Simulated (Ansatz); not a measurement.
Diamond-structure Si, treated with PBE (Ansatz, a quantum-chemistry and plane-wave program, PAW).

Run with plane-wave cutoff 520 eV, 12×12×12 k mesh, perturbation theory, scalar-relativistic PAW data made under PBE.

The cell has the measured lattice parameters. Conventional cell: a = 5.4300 Å, b = 5.4300 Å, c = 5.4300 Å, α = 90.00°, β = 90.00°, γ = 90.00°.

```
CELL_PARAMETERS angstrom
      0.00000     2.71500     2.71500
      2.71500     0.00000     2.71500
      2.71500     2.71500     0.00000
ATOMIC_POSITIONS crystal
  Si 0.50000 0.50000 0.50000
  Si 0.75000 0.75000 0.75000
```

Harmonic phonon frequencies (cm⁻¹; i marks an imaginary mode):

```json
[
 {"q point": "Γ", "frequencies": "?"},
 {"q point": "X", "frequencies": "?"},
 {"q point": "L", "frequencies": "?"},
 {"q point": "W", "frequencies": "198 198 353 353 467 467"}
]
```

Task: Some entries are withheld; supply them.

Result: 
- Γ, frequencies: 0 0 0 514 514 514
- X, frequencies: 140 140 410 410 461 461
- L, frequencies: 107 107 373 414 490 490

Measured, for comparison: zone-centre TO phonon frequency 525 cm⁻¹ (low temperature, zero-point motion not removed; as tabulated in Tanner et al. (2021), arXiv:2110.11888). Computed (rounded) less measured: zone-centre TO phonon frequency -2 %.

No imaginary mode appears at these points.

Note: the cell isn't this level's own, so it is under some stress, which shifts stiffness and frequencies.
